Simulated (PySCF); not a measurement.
## Basis-set dependence of excited states

Propylene oxide, C₃H₆O.
InChI=1S/C3H6O/c1-3-2-4-3/h3H,2H2,1H3/t3-/m1/s1

TDDFT with PBE0 (PySCF), vertical singlets, core orbitals frozen in the response, spherical d and f functions. Isolated species at its PBE0-D3(BJ)/def2-SVP geometry, gas phase.

**Question.** Compare 6-31G*, def2-SVP, def2-SVPD and def2-TZVP for this molecule.

**Answer.** 

```
    basis  functions  diffuse  S1 (eV)  S2 (eV)  S3 (eV)  S4 (eV)  S5 (eV)  LUMO (eV)  α (au)
   6-31G*         68       no     8.75     9.34     9.54    10.04    10.08       3.22    33.4
 def2-SVP         86       no     8.53     8.61     9.11     9.29     9.37       2.18    34.3
def2-SVPD        131      yes     7.62     8.14     8.21     8.30     8.34       0.91    40.2
def2-TZVP        160       no     8.14     8.34     8.69     8.81     8.83       1.56    38.9
```

States are compared by their number. Against the only diffuse basis here (def2-SVPD, itself not a converged limit), sets without diffuse functions differ by up to 1.14 eV in S1 and 1.74 eV in S5. Every set without diffuse functions puts S1 more than 0.3 eV higher, so even the lowest state needs them here. State by state, the largest deviation of a set without diffuse functions is S1 1.14, S2 1.19, S3 1.33, S4 1.74, S5 1.74 eV. The same number needn't mean the same state in each row. Against def2-SVPD the polarisability deviates by -17% in 6-31G*, -15% in def2-SVP, -3% in def2-TZVP.
